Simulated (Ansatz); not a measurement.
Saddle point of CH7OSi, doublet (CH₄O ([CH3][OH]) + SiH₃ → CH₃O ([CH3][O]) + SiH₄; bonds formed: H1–Si4; bonds broken: H1–O2), PBE0-D4/def2-TZVP structure:

```csv
atom,x (Å),y (Å),z (Å)
H1,0.3558,-0.6650,0.0380
O2,1.4279,0.3028,-0.1861
C3,0.8510,1.5524,-0.2939
Si4,-0.9172,-1.5426,0.2987
H5,1.6894,2.2449,-0.4648
H6,0.3440,1.8802,0.6234
H7,0.1737,1.6483,-1.1530
H8,-1.6623,-0.9668,1.4483
H9,-0.4912,-2.9311,0.6064
H10,-1.7711,-1.5231,-0.9170
```

Energies are electronic, without zero-point energy. Barriers and step energies count from the start structure reached by relaxing down the imaginary mode; all methods use the PBE0-D4 structures, on which another method's saddle can fall below an end. Computed with Ansatz 0.2.0 (basis: def2-TZVPP, with def2-QZVPP for the basis limit); correlated methods freeze the cores; orbitals are unrestricted. B3LYP uses VWN-RPA correlation. Extrapolation: Hartree–Fock as exp(−7.88 √X), correlation as X^−2.97.

```tsv
method	barrier (eV)	step energy (eV)
SPW92	0.716	0.942
PBE-D4	0.731	0.714
BLYP-D4	0.663	0.579
r2SCAN-D4	0.784	0.609
B97M-V	0.773	0.519
PBE0-D4	0.877	0.665
B3LYP-D4	0.788	0.567
r2SCAN0-D4	0.887	0.576
BHLYP-D4	0.875	0.433
CAM-B3LYP-D4	0.872	0.582
wB97X-V	0.873	0.526
wB97M-V	0.936	0.577
B2PLYP	?	0.643
PBE-QIDH	?	0.721
RPA on PBE	0.978	0.583
HF	0.919	0.058
MP2	?	0.995
CCSD	1.065	0.629
CCSD(T)	1.051	0.682
```

Fill in the withheld barriers. (An estimate is asked for; the value comes from the calculation.)

Computed: B2PLYP 0.939; PBE-QIDH 1.074; MP2 1.400 eV. Each is the energy of the saddle less that of the start structure, by the same method.

For comparison, the barrier by CCSD(T) at an estimated basis limit (MP2 extrapolated from triple and quadruple zeta, plus CCSD(T) − MP2 in triple zeta) is 1.075 eV.

No T1 diagnostic of these runs exceeds 0.022. ⟨S²⟩ of the unrestricted Hartree–Fock references: 0.75 to 0.77 (a pure state has 0.75).

Radical steps of this kind take place in plasma deposition and etching.

Labels in which every atom is bracketed show which atoms are joined, not bond orders.

For scale, one of the runs: CCSD(T)/def2-TZVPP, 202 basis functions (an equivalent command: `ansatz run in.yaml --threads 4`). Time: 100 s of wall clock on 4 CPU threads; the host was shared. Peak host memory: 6.5 GiB.
